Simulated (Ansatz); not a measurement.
# SiClO radical (SMILES O=[Si]Cl): one structure at several levels

The atoms stand at a structure displaced at random from a GFN2-xTB minimum. How far do the functionals agree with CCSD(T) there?

Program: Ansatz 0.2.0, Gaussian basis. Level of theory: single points in def2-TZVPP. These are calculated values, not measurements.

Correlated methods freeze the cores. Orbitals are unrestricted.

## (1) Where the work starts

SMILES `O=[Si]Cl`, 3 atoms, charge 0, spin multiplicity 2.

Atoms are counted from 1 here; the program's logs count them from 0.

Bond lengths: O1–Si2 1.452 Å, Si2–Cl3 2.043 Å. Angles: O1–Si2–Cl3 133.2°.

As a file:

| atom | x (Å) | y (Å) | z (Å) |
| --- | --- | --- | --- |
| O1 | 0.4382 | 1.3503 | 0.4824 |
| Si2 | 0.4231 | -0.0930 | 0.3244 |
| Cl3 | -0.8023 | -1.3767 | -0.6879 |

## (2) CCSD(T)/def2-TZVPP

run/in.yaml reads:

```yaml
crystal:
  periodic: [false, false, false]
  atoms:
    - {symbol: O, position_ang: [0.438200, 1.350300, 0.482400]}
    - {symbol: Si, position_ang: [0.423100, -0.093000, 0.324400]}
    - {symbol: Cl, position_ang: [-0.802300, -1.376700, -0.687900]}
basis:
  gaussian: {orbitals: def2-TZVPP}
magnetization: {spin_polarized: true, initial_magnetization: 1}
correlation: {method: ccsd_t}
scf: {omitted_lower_state_checks: [cluster_reference]}
output: {forces: true}
```

No record of the launch command was kept for these runs.

## (3) PBE0-D4/def2-TZVPP

Changes to run/in.yaml since step 2:

```diff
@@ -9,4 +9,3 @@
 magnetization: {spin_polarized: true, initial_magnetization: 1}
-correlation: {method: ccsd_t}
-scf: {omitted_lower_state_checks: [cluster_reference]}
-output: {forces: true}
+hamiltonian: {xc: pbe0, dispersion: d4}
+output: {forces: true, orbitals: {seedname: orbitals}}
```

## (4) wB97M-V/def2-TZVPP

Changes to run/in.yaml since step 3:

```diff
@@ -9,3 +9,3 @@
 magnetization: {spin_polarized: true, initial_magnetization: 1}
-hamiltonian: {xc: pbe0, dispersion: d4}
-output: {forces: true, orbitals: {seedname: orbitals}}
+hamiltonian: {xc: {name: wB97M-V}}
+output: {forces: true}
```

## (5) r2SCAN-D4/def2-TZVPP

Changes to run/in.yaml since step 4:

```diff
@@ -9,3 +9,3 @@
 magnetization: {spin_polarized: true, initial_magnetization: 1}
-hamiltonian: {xc: {name: wB97M-V}}
+hamiltonian: {xc: r2scan, dispersion: d4}
 output: {forces: true}
```

## (6) PBE-D4/def2-TZVPP

Changes to run/in.yaml since step 5:

```diff
@@ -9,3 +9,3 @@
 magnetization: {spin_polarized: true, initial_magnetization: 1}
-hamiltonian: {xc: r2scan, dispersion: d4}
+hamiltonian: {xc: pbe, dispersion: d4}
 output: {forces: true}
```

## (7) r2SCANh-D4/def2-TZVPP

Changes to run/in.yaml since step 6:

```diff
@@ -9,3 +9,3 @@
 magnetization: {spin_polarized: true, initial_magnetization: 1}
-hamiltonian: {xc: pbe, dispersion: d4}
+hamiltonian: {xc: {name: r2SCANh}, dispersion: d4}
 output: {forces: true}
```

## (8) B97M-V/def2-TZVPP

Changes to run/in.yaml since step 7:

```diff
@@ -9,3 +9,3 @@
 magnetization: {spin_polarized: true, initial_magnetization: 1}
-hamiltonian: {xc: {name: r2SCANh}, dispersion: d4}
+hamiltonian: {xc: {name: B97M-V}}
 output: {forces: true}
```

(Steps that only read results are left out.)

Q: Predict the outcome of this session. Wanted: energy less free atoms, CCSD(T)/def2-TZVPP; RMS force component; RMS force error; HOMO and LUMO, PBE0-D4; T1 diagnostic.

**Answer**, as computed:

| quantity | value |
| --- | --- |
| energy less free atoms, CCSD(T)/def2-TZVPP | -218.8 kcal/mol |
| RMS force component | 2.062 to 2.572 eV/Å over the methods |
| RMS force error | PBE0-D4 0.289, wB97M-V 0.291, r2SCAN-D4 0.136, PBE-D4 0.232, r2SCANh-D4 0.281, B97M-V 0.315 eV/Å |
| HOMO and LUMO, PBE0-D4 | -7.58 and -3.99 eV |
| T1 diagnostic | 0.023 |

What this shows: Against CCSD(T) the functionals' energies less atoms differ by -24.5 to -10.5 kcal/mol, PBE-D4 by -24.5 kcal/mol. CCSD(T) in triple zeta still lacks some correlation energy of the bonds, so part of these gaps is its own basis error and they don't rank the functionals. On forces the order runs from r2SCAN-D4 to B97M-V. Frozen-core CCSD(T) forces in triple zeta carry basis errors of their own, and this is one geometry, so small gaps rank nothing.
